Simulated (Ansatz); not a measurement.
Ansatz (a quantum-chemistry and plane-wave program) input (B3LYP-D3(BJ)/def2-TZVP):

Ansatz 0.2 input:
```yaml
crystal:
  periodic: [false, false, false]
  atoms:
    - {symbol: C, position_ang: [-0.11413448, 0.70904536, 0.12672464]}
    - {symbol: S, position_ang: [-0.10885225, -1.09198396, 0.40694236]}
    - {symbol: H, position_ang: [1.17186314, -1.33451944, 0.03741018]}
    - {symbol: H, position_ang: [-1.14545553, 1.05053966, 0.18123300]}
    - {symbol: H, position_ang: [0.45208295, 1.17221508, 0.93177336]}
    - {symbol: H, position_ang: [0.31876519, 0.96172445, -0.83583951]}
    - {symbol: H, position_ang: [-0.60230664, -1.46968029, -0.79704345]}
basis:
  gaussian:
    orbitals: def2-TZVP
hamiltonian:
  xc: b3lyp
  dispersion: d3bj
total_charge: 1
relax: {f_tol: 0.002, max_steps: 150}
```

Output:

```
Functional definition: B3LYP
integrals: 0.02 GiB planned
671 factors; their error is unknown
mean field: 0.25 GiB planned
mean field evaluation 1: about -11937.6095 eV, gradient 6.6e1 eV
mean field evaluation 2: about -11932.0502 eV, gradient 7.3e1 eV
mean field evaluation 4: about -11947.3042 eV, gradient 2.8e0 eV
mean field evaluation 8: about -11947.3193 eV, gradient 1.4e-2 eV
mean field evaluation 16: about -11947.3259 eV, gradient 3.1e-5 eV
mean field -11947.32585433 eV, -439.0561269582 hartree, gradient 3.1e-5 eV, S^2 0.000000; 0 other end points of the search recorded, 0 dependent functions left out
the calculation of the forces begins
reference -11947.32606392 eV, -439.0561346608 hartree; 13, 13 occupied and 85, 85 virtual orbitals, 671 factors
relax step   1: F+E_penalty+E_count = -11947.50323916 eV  Δ(F+E_penalty+E_count) = +0.000e0 eV  max|allowed force component| = 4.282e-1 eV/Å  Δτ_max = 0.0000 Å  (25 SCF iters, accepted)
these checks for a lower state are left out or cut short: starts, cluster_reference, orbital_swaps, neighbouring_geometries, increment
integrals: 0.02 GiB planned
671 factors; their error is unknown
mean field: 0.25 GiB planned
mean field -11947.33958982 eV, -439.0566317283 hartree, gradient 1.4e-5 eV, S^2 0.000000; 0 other end points of the search recorded, 0 dependent functions left out
the calculation of the forces begins
reference -11947.33980004 eV, -439.0566394538 hartree; 13, 13 occupied and 85, 85 virtual orbitals, 671 factors
relax step   2: F+E_penalty+E_count = -11947.51666655 eV  Δ(F+E_penalty+E_count) = -1.343e-2 eV  max|allowed force component| = 1.265e-1 eV/Å  Δτ_max = 0.0274 Å  (29 SCF iters, accepted)
these checks for a lower state are left out or cut short: starts, cluster_reference, orbital_swaps, neighbouring_geometries, increment
integrals: 0.02 GiB planned
671 factors; their error is unknown
mean field: 0.25 GiB planned
mean field -11947.34018627 eV, -439.0566536474 hartree, gradient 1.4e-5 eV, S^2 0.000000; 0 other end points of the search recorded, 0 dependent functions left out
the calculation of the forces begins
reference -11947.34039651 eV, -439.0566613735 hartree; 13, 13 occupied and 85, 85 virtual orbitals, 671 factors
relax step   3: F+E_penalty+E_count = -11947.51736157 eV  Δ(F+E_penalty+E_count) = -6.950e-4 eV  max|allowed force component| = 5.317e-2 eV/Å  Δτ_max = 0.0070 Å  (30 SCF iters, accepted)
these checks for a lower state are left out or cut short: starts, cluster_reference, orbital_swaps, neighbouring_geometries, increment
integrals: 0.02 GiB planned
671 factors; their error is unknown
mean field: 0.25 GiB planned
mean field evaluation 32: about -11947.3348 eV, gradient 1.1e-4 eV
mean field -11947.34030831 eV, -439.0566581324 hartree, gradient 1.4e-5 eV, S^2 0.000000; 0 other end points of the search recorded, 0 dependent functions left out
the calculation of the forces begins
reference -11947.34051857 eV, -439.0566658592 hartree; 13, 13 occupied and 85, 85 virtual orbitals, 671 factors
relax step   4: F+E_penalty+E_count = -11947.51744246 eV  Δ(F+E_penalty+E_count) = -8.089e-5 eV  max|allowed force component| = 2.526e-2 eV/Å  Δτ_max = 0.0016 Å  (30 SCF iters, accepted)
these checks for a lower state are left out or cut short: starts, cluster_reference, orbital_swaps, neighbouring_geometries, increment
integrals: 0.02 GiB planned
671 factors; their error is unknown
mean field: 0.25 GiB planned
mean field -11947.34033941 eV, -439.0566592753 hartree, gradient 1.4e-5 eV, S^2 0.000000; 0 other end points of the search recorded, 0 dependent functions left out
the calculation of the forces begins
reference -11947.34054969 eV, -439.0566670028 hartree; 13, 13 occupied and 85, 85 virtual orbitals, 671 factors
relax step   5: F+E_penalty+E_count = -11947.51746199 eV  Δ(F+E_penalty+E_count) = -1.953e-5 eV  max|allowed force component| = 5.596e-3 eV/Å  Δτ_max = 0.0008 Å  (30 SCF iters, accepted)
these checks for a lower state are left out or cut short: starts, cluster_reference, orbital_swaps, neighbouring_geometries, increment
integrals: 0.02 GiB planned
671 factors; their error is unknown
mean field: 0.25 GiB planned
mean field -11947.34033929 eV, -439.0566592708 hartree, gradient 1.4e-5 eV, S^2 0.000000; 0 other end points of the search recorded, 0 dependent functions left out
the calculation of the forces begins
reference -11947.34054957 eV, -439.0566669985 hartree; 13, 13 occupied and 85, 85 virtual orbitals, 671 factors
relax step   6: F+E_penalty+E_count = -11947.51746361 eV  Δ(F+E_penalty+E_count) = -1.616e-6 eV  max|allowed force component| = 2.292e-4 eV/Å  Δτ_max = 0.0005 Å  (30 SCF iters, accepted)
integrals: 0.02 GiB planned
671 factors; their error is unknown
mean field: 0.25 GiB planned
mean field evaluation 64: about -11947.3348 eV, gradient 1.1e-1 eV
mean field -11947.34033929 eV, -439.0566592708 hartree, gradient 1.4e-5 eV, S^2 0.000000; 1 other end points of the search recorded, 0 dependent functions left out
the calculation of the forces begins
reference -11947.34054957 eV, -439.0566669985 hartree; 13, 13 occupied and 85, 85 virtual orbitals, 671 factors
Total energy: -11947.51767389 eV, -439.0631761972 hartree
Atom 0 at    -0.112859     0.734495     0.119818 Å, force     0.000119    -0.000026    -0.000209 eV/Å
Atom 1 at    -0.102176    -1.071763     0.389776 Å, force     0.000022    -0.000036    -0.000057 eV/Å
Atom 2 at     1.176171    -1.354855     0.048206 Å, force    -0.000088     0.000041    -0.000022 eV/Å
Atom 3 at    -1.155562     1.039565     0.186173 Å, force    -0.000102     0.000015    -0.000044 eV/Å
Atom 4 at     0.455727     1.162270     0.943481 Å, force     0.000086     0.000057     0.000048 eV/Å
Atom 5 at     0.321732     0.978615    -0.844394 Å, force    -0.000099    -0.000116     0.000229 eV/Å
Atom 6 at    -0.611070    -1.490987    -0.791859 Å, force     0.000062     0.000064     0.000056 eV/Å
Dipole moment:     0.113353    -0.049909    -0.233071 e Å
```

It need not be the lowest isomer of its formula.
